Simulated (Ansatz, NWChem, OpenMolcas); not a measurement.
How basis sets differ on AlSiNH8 (SMILES [AlH3-][NH2+][SiH3])

AlSiNH8 has 11 atoms, charge 0, and is taken as a singlet. SMILES: `[AlH3-][NH2+][SiH3]`. The shape is that of a PBE0-D4/def2-TZVP optimisation.

Quantity: the HOMO–LUMO gap, in eV. The values are calculated.

```json
{"level": "HF/ANO-R0 (sfX2C)", "kind": "Hartree–Fock", "program": "OpenMolcas", "value (eV)": "13.67"}
{"level": "HF/ANO-RCC-MB (DKH2)", "kind": "Hartree–Fock", "program": "OpenMolcas", "value (eV)": "15.26"}
{"level": "HF/STO-3G", "kind": "Hartree–Fock", "program": "NWChem", "value (eV)": "19.11"}
{"level": "HF/3-21G", "kind": "Hartree–Fock", "program": "OpenMolcas", "value (eV)": "13.36"}
{"level": "HF/ANO-RCC-VDZ (DKH2)", "kind": "Hartree–Fock", "program": "OpenMolcas", "value (eV)": "12.23"}
{"level": "HF/def2-SVP", "kind": "Hartree–Fock", "program": "Ansatz", "value (eV)": "13.40"}
```

The values span 12.23 to 19.11 eV. A Hartree–Fock LUMO above zero doesn't converge with the basis: it sinks as sets grow more diffuse. Orbital gaps aren't excitation energies.
